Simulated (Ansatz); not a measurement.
We consider fcc Sr, described by Hartree–Fock (Ansatz, a program for electronic structure, PAW).

Run with plane-wave cutoff 460 eV, 10×10×10 k mesh, Fermi–Dirac smearing 0.05 eV, scalar-relativistic PAW data made under PBE.

Energies at three volumes about the minimum:

| V (Å³/atom) | E − E_lowest (meV/atom) |
|---|---|
| 66.916 | 1.56 |
| 68.632 | 0.00 |
| 70.348 | 1.00 |

Problem. Fit a parabola by hand: where is the minimum, what lattice constant follows, and what is the bulk modulus?

Solution. Slopes: (0.00 − 1.56)/(68.632 − 66.916) = -0.909 and (1.00 − 0.00)/(70.348 − 68.632) = 0.583 meV/Å³. Curvature E″ = 2 × (0.583 − (-0.909))/(70.348 − 66.916) = 0.869 meV/Å⁶. From the middle of the first interval, the slope vanishes at V0 = 67.7740 − (-0.909)/0.869 = 68.820 Å³/atom. B = V0 E″ = 68.820 × 0.869 meV/Å³ × 0.1602 GPa per meV/Å³ = 9.58 GPa. With 4 atoms in the cube, a = (4 × 68.820)^(1/3) = 6.505 Å. The full Birch–Murnaghan fit to all volumes gives V0 = 68.786 Å³/atom and B0 = 9.46 GPa.

Measured, for comparison: bulk modulus 12.5 GPa (corrected for temperature and zero-point phonon effects, our sources range from 12.0 to 12.5; as tabulated in Levämäki et al. (2014), arXiv:1402.3671); lattice constant a 6.045 Å (low-temperature or extrapolated to 0 K; zero-point anharmonic expansion removed; as tabulated in Csonka et al. (2009), arXiv:0903.4037). Computed (rounded) less measured: bulk modulus -24 % (-21 % to -24 % over the range).

Note: the cell is over a tenth larger than the published one: the level's own overestimate first of all, though another phase or state, or a fault of the published cell, is possible.
